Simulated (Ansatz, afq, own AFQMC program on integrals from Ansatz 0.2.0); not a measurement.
## Where AFQMC and coupled cluster stand for Cr, septet

A free Cr atom.

Basis def2-TZVP. Only valence electrons are correlated. AFQMC by an in-house program on the Cholesky factors that Ansatz 0.2.0 writes for its CCSD(T) run. ph-AFQMC/CISD is guided by a CISD state made of CCSD amplitudes; releasing the constraint for a short imaginary time cuts its bias at the price of noise, slowly where states lie close. Free projection: walkers drawn from exp(T), propagated without any constraint. Its projection time is finite, and what remains of the start isn't in its error. Error bars are statistical, one sigma. The metal's outer-core s and p shells are frozen, which shifts wave-function levels against functionals.

Determinant: UHF, the one that the program's search chose, which needn't be the lowest solution.

Full CI on the same integrals is exact in this basis and with this determinant's frozen core.

Cautions: no relativity below Rb; outer-core shells of the metal frozen; the released energies get too noisy after the second time (errors over twice the walk's own, or jumping), so no released level is given (meV from the phaseless value at times in 1/Eh: -3.5 ± 2.1 at 0.24, -9.4 ± 0.8 at 0.50, -17 ± 4 at 1.00, 16 ± 33 at 1.50).

The T1 diagnostic is 0.0175, the weight of the determinant in the CISD state is 0.969 and the ⟨S²⟩ of the determinant is 12.000. The size of the correlated space is 6 electrons in 36 orbitals.

```
  level  correlation energy (eV)
    MP2                  -2.0500
   CCSD                  -2.2186
CCSD(T)                  -2.2631
```

Problem. Estimate where full CI lies against CCSD(T) on the same integrals.

Solution. 0.30 mEh below CCSD(T).

Reference: full CI, correlation energy -2.271 eV.

```
        level  E − E(reference) (mEh)  share of correlation (%)
      CCSD(T)                    0.30                     99.65
        CCSDT                    0.06                     99.93
     CCSDT(Q)                   -0.01                    100.02
       CCSDTQ                   -0.01                    100.01
  ph-AFQMC/HF             1.47 ± 0.42                     98.23
ph-AFQMC/CISD             0.73 ± 0.03                     99.13
   free AFQMC            -0.04 ± 0.04                    100.05
```

CCSDT and higher add their correlation energy to the determinant of the CCSD(T) run, since their own runs factorise the integrals more tightly (a shift of under 2 meV). Free projections are given only where their last times agree within the noise and don't stop above the reference; a slow remainder of the start can still hide under it. A walk keeps the symmetry of its determinant, which the program's search chose and which needn't be the lowest solution, so a lower state of the same spin and another symmetry isn't excluded.
